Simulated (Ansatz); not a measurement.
# A basis-limit estimate, worked out

An elementary step of SiH2S, singlet (SiH₂S ([SiH][SH]) → SiH₂S ([SiH2][S]); bonds formed: H1–Si3; bonds broken: H1–S2). “Start” is the structure reached by relaxing down from the saddle towards the reactants; PBE0-D4/def2-TZVP structures. The saddle:

H1  (-1.242, -0.379, 0.043)
S2  (-0.454, 0.574, -1.307)
Si3  (0.128, 0.134, 0.600)
H4  (1.568, -0.330, 0.664)
(Å)

Program: Ansatz 0.2.0. Basis: def2-TZVPP and def2-QZVPP. Cores are frozen in the correlated methods.

Energies in eV:

| quantity | saddle | start |
| --- | --- | --- |
| Hartree–Fock, triple zeta (X = 3) | -18708.75061 | -18711.38983 |
| Hartree–Fock, quadruple zeta (X = 4) | -18709.30114 | -18711.92978 |
| MP2 correlation, X = 3 | -8.47210 | -7.70870 |
| MP2 correlation, X = 4 | -9.14305 | -8.35810 |
| CCSD(T) correlation, X = 3 | -9.83616 | -9.09846 |

Task: Work out the barrier at the basis limit: extrapolate Hartree–Fock as E(X) = E∞ + A exp(−7.88 √X) and the MP2 correlation as E(X) = E∞ + B X^−2.97 (the exponents that Neese and Valeev fitted for def2-TZVPP and QZVPP), then add CCSD(T) − MP2 in triple zeta.

Result: Each step is linear, so take the differences first (saddle − start): Hartree–Fock 2.63922 (X = 3) and 2.62864 (X = 4); MP2 correlation -0.76340 and -0.78495; CCSD(T) correlation -0.73770.
Two points give E∞ = E(4) + w [E(4) − E(3)], with w = 1/(exp(7.88 (2 − √3)) − 1) = 0.1377 for Hartree–Fock and w = 1/((4/3)^2.97 − 1) = 0.7407 for the correlation.
Hartree–Fock: 2.62864 + 0.1377 × (-0.01058) = 2.6272 eV.
MP2 correlation: -0.78495 + 0.7407 × (-0.02155) = -0.8009 eV.
CCSD(T) − MP2: -0.73770 − (-0.76340) = 0.0257 eV.
Sum: 2.6272 + (-0.8009) + 0.0257 = 1.8520 eV, or 42.71 kcal/mol. Plain CCSD(T) in triple zeta gives 1.9015 eV, so the larger basis shifts the result by -0.0495 eV.

T1 diagnostic: at most 0.026. The T1 diagnostic is large here, which may signal multireference character or strong orbital relaxation, so CCSD(T) is less sure. The restricted Hartree–Fock reference is unstable towards an unrestricted one at one or more of these structures.

Labels in which every atom is bracketed show which atoms are joined, not bond orders.

For scale, one of the runs: CCSD(T)/def2-TZVPP, 112 basis functions (an equivalent command: `ansatz run in.yaml --threads 2`). The run took about 3.3 s on 2 CPU threads (shared host).
